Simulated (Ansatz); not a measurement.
Input file:

```yaml
crystal:
  periodic: [false, false, false]
  atoms:
    - {symbol: Si, position_ang: [0.059262, -0.119218, 0.601586]}
    - {symbol: O, position_ang: [-0.105612, 0.169810, -1.020327]}
    - {symbol: H, position_ang: [-0.028992, 1.341873, 0.979508]}
    - {symbol: H, position_ang: [0.054117, -0.715403, -1.546227]}
basis:
  gaussian: {orbitals: cc-pVDZ}
magnetization: {spin_polarized: true, initial_magnetization: 0}
correlation: {method: ccsd_t, electrons: outside_noble_gas}
output: {forces: true}
```

```sh
$ ansatz run in.yaml --threads 1 --pin off --events-out ev --progress --plain --max-ram 2393MiB
```

Output:

```
400 factors; integrals over basis functions are off by at most 1.3e-3 eV
mean field evaluation 1: about -9928.3722 eV, gradient 2.2e1 eV
mean field evaluation 2: about -9928.4002 eV, gradient 2.2e1 eV
mean field evaluation 4: about -9930.3925 eV, gradient 1.4e0 eV
mean field evaluation 8: about -9930.4143 eV, gradient 1.2e-3 eV
mean field evaluation 16: about -9930.4201 eV, gradient 2.7e-2 eV
mean field evaluation 32: about -9930.4143 eV, gradient 2.0e-2 eV
mean field evaluation 64: about -9928.1120 eV, gradient 7.9e-2 eV
mean field evaluation 96: about -9925.6809 eV, gradient 2.2e1 eV
mean field evaluation 128: about -9924.9927 eV, gradient 2.5e-1 eV
mean field evaluation 160: about -9928.1122 eV, gradient 1.4e-3 eV
mean field -9930.42033000 eV, -364.9362160468 hartree, gradient 1.6e-6 eV, S^2 0.104283; 5 other end points of the search recorded, 0 dependent functions left out
determinant -9930.42033000 eV, -364.9362160468 hartree, with singles and doubles -9938.62028111 eV, -365.2375586919 hartree
determinant -9928.11221057 eV, -364.8513942221 hartree, with singles and doubles -9936.07425297 eV, -365.1439938838 hartree
determinant -9930.41432870 eV, -364.9359955033 hartree, with singles and doubles -9938.63491142 eV, -365.2380963460 hartree
determinant -9930.42033000 eV, -364.9362160468 hartree, with singles and doubles -9938.63185896 eV, -365.2379841702 hartree
determinant -9930.41432870 eV, -364.9359955033 hartree, with singles and doubles -9938.63470897 eV, -365.2380889063 hartree
6 core orbitals not correlated: weight in the atoms' cores, before any rotation towards them, 1.000 or more for the frozen orbitals, at most 0.000 for the correlated occupied ones
reference -9930.41432870 eV, -364.9359955032 hartree; 6, 6 occupied and 30, 30 virtual orbitals, 400 factors
second order -7.58722197 eV of doubles, -0.00000000 eV of singles
cycle   1  -8.22037917 eV  change    1.1e-6 eV  update   1.9e-6
cycle   2  -8.22037704 eV  change    2.1e-6 eV  update   1.2e-6
perturbative correction -0.20728295 eV, -0.0076175079 hartree
the calculation of the forces begins
Total energy: -9938.84198869 eV, -365.2457062953 hartree
Atom 0 at     0.059262    -0.119218     0.601586 Å, force     0.241406    -0.535586     1.492933 eV/Å
Atom 1 at    -0.105612     0.169810    -1.020327 Å, force     0.472265    -2.271305    -3.069925 eV/Å
Atom 2 at    -0.028992     1.341873     0.979508 Å, force    -0.112281     0.349580     0.177713 eV/Å
Atom 3 at     0.054117    -0.715403    -1.546227 Å, force    -0.601390     2.457310     1.399279 eV/Å
Dipole moment:     0.043636    -0.258771    -0.144594 e Å
```

Forces (eV/Å):
```
Si   0.241 -0.536  1.493
O    0.472 -2.271 -3.070
H   -0.112  0.350  0.178
H   -0.601  2.457  1.399
```

Ran on 1 thread of Arm Neoverse V1, shared host: 4.7 s wall, 0.16 GiB peak host memory.
